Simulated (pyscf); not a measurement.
H₃C–SiH: [singlet] + HCl → H₃C–Si:–Cl [singlet] + H₂ (four-centre exchange; singlet surface; H–Si, Cl–H broken, Cl–Si, H–H formed). Single points on ωB97X-D3(BJ)/def2-SVP structures (PySCF, gas phase). Energies in kcal/mol from the separated reactants.

```csv
level,barrier,reaction energy
ωB97X-D3(BJ)/def2-TZVP,-3.7,-32.5
PBE/def2-TZVP,-9.3,-31.3
B3LYP-D3(BJ)/def2-TZVP,-3.9,-31.4
M06-2X/def2-TZVP,-2.8,-32.6
ωB97M-D3(BJ)/def2-TZVP,?,-30.6
HF/def2-TZVP,?,?
```

Q: What belongs in the gaps?

A: 
- ωB97M-D3(BJ)/def2-TZVP, barrier: -2.3
- HF/def2-TZVP, barrier: 16.1
- HF/def2-TZVP, reaction energy: -25.7

On the reactant side the descent ends in a complex, 7.4 kcal/mol under the separated species and 3.6 kcal/mol under the saddle at ωB97X-D3(BJ)/def2-TZVP. At ωB97X-D3(BJ)/def2-TZVP, B3LYP-D3(BJ), M06-2X, ωB97M-D3(BJ) the saddle lies under the separated reactants, which points to a path from their complex (located at ωB97X-D3(BJ) alone). At PBE this geometry lies under the reactants; that is no barrier but a single point on another level's saddle; such a level's own saddle, if it has one, lies nearer that side and is low. This is the saddle that the search found; another between the same sides may lie lower.
